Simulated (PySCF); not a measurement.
Species: C4H2O2.
Cartesian coordinates in Å at the PBE0-D3(BJ)/def2-SVP level; atoms count from 1:
```xyz
8
C4H2O2 angstrom
C      2.096    0.440   -0.152
C      1.014   -0.049    0.093
C     -0.289   -0.611    0.371
O     -0.480   -1.617    1.011
C     -1.489    0.145   -0.206
O     -1.396    1.148   -0.851
H      3.057    0.872   -0.368
H     -2.459   -0.350    0.052
```

Computed, not measured: EOM-IP-CCSD/aug-cc-pVDZ in PySCF, restricted Hartree–Fock reference, 6 core orbitals frozen, non-relativistic, gas phase, PBE0-D3(BJ)/def2-SVP geometry.

The vertical ionisation energies are 10.29, 11.68, 11.75, 12.25, 14.18, 15.87, 16.03, 16.89 eV.

Which Hartree–Fock orbital leads each hole, and what is its Koopmans value −ε?

```
leading hole (HF orbital)  Koopmans (eV)  EOM-IP-CCSD (eV)  change (eV)  one-hole share
                   HOMO-2          12.19             10.29        -1.90            0.94
                   HOMO-1          11.85             11.68        -0.17            0.96
                     HOMO          11.77             11.75        -0.02            0.96
                   HOMO-3          14.56             12.25        -2.31            0.94
                   HOMO-4          14.84             14.18        -0.66            0.93
                   HOMO-5          16.68             15.87        -0.81            0.92
                   HOMO-6          18.31             16.03        -2.28            0.94
                   HOMO-7          19.43             16.89        -2.54            0.93
```

Does the order of the lines follow the orbital energies?

No: the HOMO-2 hole (10.29 eV) falls below the HOMO-1 hole (11.68 eV); the HOMO-2 hole (10.29 eV) falls below the HOMO hole (11.75 eV); the HOMO-1 hole (11.68 eV) falls below the HOMO hole (11.75 eV). The corrections run from -2.54 to -0.02 eV, with a mean of -1.34 eV over the 8 lines; no line lies above its Koopmans value. Koopmans values leave out both the relaxation of the orbitals and the change in correlation energy.

At what kinetic energies would He I light (21.22 eV) eject these electrons?

10.93 eV (HOMO-2), 9.54 eV (HOMO-1), 9.47 eV (HOMO), 8.97 eV (HOMO-3), 7.04 eV (HOMO-4), 5.35 eV (HOMO-5), 5.19 eV (HOMO-6), 4.33 eV (HOMO-7).

What total energy has the lowest final state, and which wavelength reaches it?

E(CCSD) + ionisation energy = -303.21687 + 0.37820 = -302.83867 Eh, at the geometry of the initial state. The threshold wavelength is 1239.84 eV nm/10.29 eV = 120.5 nm.

Lines less than 0.15 eV apart could change places at a higher level. One root was sought for each valence orbital with −ε under 21 eV, eight at most, so deeper holes and satellites are missing; no vibrational structure.

One conformer stands for the species.
